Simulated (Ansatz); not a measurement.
A nudged elastic band was laid between two geometries of AlFH2S (5 atoms, charge 0, multiplicity 1).

Theory: Ansatz, RKS PBE-D4/def2-SVP.

```json
{"movable images": "7", "climbing image": "yes", "spring": "5.0 eV/Å²", "optimiser": "quadratic models (default)", "start path": "IDPP", "force threshold": "0.2 eV/Å", "iteration limit": "60", "end points": "relaxed"}
```

First end point:

```xyz
5
Properties=species:S:1:pos:R:3
F -1.181 -1.095 1.148
Al -0.478 -0.326 -0.168
S 1.700 0.034 -0.140
H -1.466 0.073 -1.342
H 1.475 1.240 0.461
```

Last end point:

```xyz
5
Properties=species:S:1:pos:R:3
F -1.223 -0.478 1.200
Al -0.537 -0.168 -0.301
S 1.550 0.488 -0.342
H -1.397 -0.351 -1.617
H 1.658 0.435 1.018
```

What changes between the two ends?

No bond is made or broken. The dihedral F1–Al2–S3–H5 goes from -90 to 0°.

Give the energies along the band, and the barrier.

The forces met the threshold. The highest image is number 0 of 0 to 8, 0.0 kJ/mol above the first end and 22.3 kJ/mol above the last; the last end lies 22.3 kJ/mol below the first. The highest image is an end point: on this band no image between the ends rises above it.

| image | path coordinate (Å) | energy (kJ/mol) | dihedral F1–Al2–S3–H5 (°) |
| --- | --- | --- | --- |
| 0 | 0.00 | 0.0 | -90 |
| 1 | 0.16 | -0.4 | -79 |
| 2 | 0.34 | -2.7 | -68 |
| 3 | 0.52 | -6.1 | -56 |
| 4 | 0.70 | -10.4 | -44 |
| 5 | 0.88 | -14.8 | -33 |
| 6 | 1.05 | -18.6 | -22 |
| 7 | 1.23 | -21.3 | -11 |
| 8 | 1.41 | -22.3 | 0 |

The band took 2 iterations and of the order of 12 core-seconds.

Time of the run: 12 s on 1 CPU thread of a shared host.
